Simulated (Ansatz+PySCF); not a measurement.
singlet C4H6: levels of theory in one basis

```xyz
10

C     0.0000    0.0034   -0.6692
C     0.0000   -0.0034    0.6692
C     0.0000    1.0250   -1.3597
C     0.0000   -1.0250    1.3597
H     0.0000   -0.8986   -1.1219
H     0.0000    0.8986    1.1219
H     0.0000    0.9821   -2.3639
H     0.0000    1.9402   -0.9394
H     0.0000   -0.9821    2.3639
H     0.0000   -1.9402    0.9394
```

Basis set: def2-SVP (spherical functions). Frozen core: 4 orbitals. Charge 0, multiplicity 1.

Computed with Ansatz (development build ahead of 0.2.0); each method stands on the lowest determinant of its kind that the runs found. NEVPT2 correlates all electrons. Active spaces start from the frontier orbitals, and the lowest solution found is given.

```tsv
method	E − E(RHF) (eV)	<S²> of the determinant
RHF	0.00	0.00
RHF-MP2	-14.16	–
RHF-CCSD(T)	-15.86	–
CASSCF(4,4)	-1.25	–
SC-NEVPT2(4,4)	-14.72	–
```

Problem. What does RHF-CCSD give on the same scale?

Solution. -15.35 eV.

Problem. Is a single determinant a sound starting point here?

Solution. By this sign, yes. Unrestricted orbitals gain 0.00 eV and <S²> is 0.00 against 0.00 for a pure state. The CASSCF(4,4) natural occupations are 1.95, 1.92, 0.09, 0.04.
